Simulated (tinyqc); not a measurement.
RHF in the sto-3g basis, for LiH, spin multiplicity 1, step by step. One step of it, computed by the program tinyqc.

Task: Iteration 2: building the Fock matrix. J_ij = sum D_kl (ij|kl), K_ij = sum D_kl (ik|jl); F = H + J - 0.5 K; E = tr D H + tr D J / 2 - 0.25 tr D K + E_nn.

D after iteration 1, order 1Li 1s, 1Li 2s, 1Li 2px, 1Li 2py, 1Li 2pz, 2H 1s:
```
[[2.019472, -0.073612, -0.093145, -0.098315, -0.084638, -0.157912],
 [-0.073612, 0.268331, 0.128572, 0.065764, 0.234701, 0.440142],
 [-0.093145, 0.128572, 0.063281, 0.033835, 0.113044, 0.211971],
 [-0.098315, 0.065764, 0.033835, 0.019341, 0.058335, 0.109365],
 [-0.084638, 0.234701, 0.113044, 0.058335, 0.205491, 0.385355],
 [-0.157912, 0.440142, 0.211971, 0.109365, 0.385355, 0.722653]]
```

core Hamiltonian H = T + V (hartree), order 1Li 1s, 1Li 2s, 1Li 2px, 1Li 2py, 1Li 2pz, 2H 1s:
```
[[-4.746840, -1.066740, 0.000000, 0.000000, -0.017084, -0.334802],
 [-1.066740, -1.401063, 0.000000, 0.000000, -0.124717, -0.722825],
 [0.000000, 0.000000, -1.140236, 0.000000, 0.000000, 0.000000],
 [0.000000, 0.000000, 0.000000, -1.140236, 0.000000, 0.000000],
 [-0.017084, -0.124717, 0.000000, 0.000000, -1.240498, -0.861752],
 [-0.334802, -0.722825, 0.000000, 0.000000, -0.861752, -1.485530]]
```

Two-electron integrals (ij|kl) in chemists' order, unique and non-zero (hartree):
```
(11|11) 1.680395   (21|11) 0.265420   (21|21) 0.049941   (22|11) 0.397727
(22|21) 0.092860   (22|22) 0.290562   (31|31) 0.008981   (32|31) 0.013788
(32|32) 0.064184   (33|11) 0.396640   (33|21) 0.092880   (33|22) 0.290497
(33|33) 0.312946   (41|41) 0.008981   (42|41) 0.013788   (42|42) 0.064184
(43|43) 0.016869   (44|11) 0.396640   (44|21) 0.092880   (44|22) 0.290497
(44|33) 0.279207   (44|44) 0.312946   (51|51) 0.008981   (52|51) 0.013788
(52|52) 0.064184   (53|53) 0.016869   (54|54) 0.016869   (55|11) 0.396640
(55|21) 0.092880   (55|22) 0.290497   (55|33) 0.279207   (55|44) 0.279207
(55|55) 0.312946   (61|11) 0.078867   (61|21) 0.014907   (61|22) 0.028165
(61|33) 0.027833   (61|44) 0.027833   (61|51) 0.001760   (61|52) 0.003387
(61|55) 0.028843   (61|61) 0.004863   (62|11) 0.158184   (62|21) 0.037243
(62|22) 0.120076   (62|33) 0.114257   (62|44) 0.114257   (62|51) 0.006093
(62|52) 0.034585   (62|55) 0.131586   (62|61) 0.013215   (62|62) 0.078473
(63|31) 0.003250   (63|32) 0.014402   (63|53) 0.005558   (63|63) 0.006163
(64|41) 0.003250   (64|42) 0.014402   (64|54) 0.005558   (64|64) 0.006163
(65|11) 0.188356   (65|21) 0.044875   (65|22) 0.150433   (65|33) 0.140455
(65|44) 0.140455   (65|51) 0.009503   (65|52) 0.052887   (65|55) 0.170202
(65|61) 0.016677   (65|62) 0.108361   (65|65) 0.152335   (66|11) 0.339187
(66|21) 0.081347   (66|22) 0.285414   (66|33) 0.260855   (66|44) 0.260855
(66|51) 0.016019   (66|52) 0.107125   (66|55) 0.334085   (66|61) 0.030424
(66|62) 0.229449   (66|65) 0.330182   (66|66) 0.774606
```

nuclear repulsion = 1.02223544 hartree

Give: Coulomb J; exchange K; Fock matrix F; total energy of this density.

Result:

Coulomb J (hartree), order 1Li 1s, 1Li 2s, 1Li 2px, 1Li 2py, 1Li 2pz, 2H 1s:
```
[[4.080, 0.702, 0.003, 0.001, 0.029, 0.219],
 [0.702, 1.370, 0.020, 0.009, 0.175, 0.712],
 [0.003, 0.020, 1.336, 0.001, 0.006, 0.007],
 [0.001, 0.009, 0.001, 1.335, 0.003, 0.003],
 [0.029, 0.175, 0.006, 0.003, 1.432, 0.930],
 [0.219, 0.712, 0.007, 0.003, 0.930, 1.894]]
```

exchange K (hartree), order 1Li 1s, 1Li 2s, 1Li 2px, 1Li 2py, 1Li 2pz, 2H 1s:
```
[[3.364, 0.547, -0.017, -0.029, 0.009, 0.176],
 [0.547, 0.361, 0.063, 0.027, 0.297, 0.503],
 [-0.017, 0.063, 0.077, 0.010, 0.064, 0.087],
 [-0.029, 0.027, 0.010, 0.064, 0.033, 0.043],
 [0.009, 0.297, 0.064, 0.033, 0.384, 0.603],
 [0.176, 0.503, 0.087, 0.043, 0.603, 1.115]]
```

Fock matrix F (hartree), order 1Li 1s, 1Li 2s, 1Li 2px, 1Li 2py, 1Li 2pz, 2H 1s:
```
[[-2.349, -0.638, 0.012, 0.015, 0.007, -0.204],
 [-0.638, -0.211, -0.011, -0.005, -0.098, -0.262],
 [0.012, -0.011, 0.158, -0.004, -0.026, -0.036],
 [0.015, -0.005, -0.004, 0.163, -0.013, -0.018],
 [0.007, -0.098, -0.026, -0.013, 0.000, -0.233],
 [-0.204, -0.262, -0.036, -0.018, -0.233, -0.149]]
```

total energy of this density = -7.83167 hartree
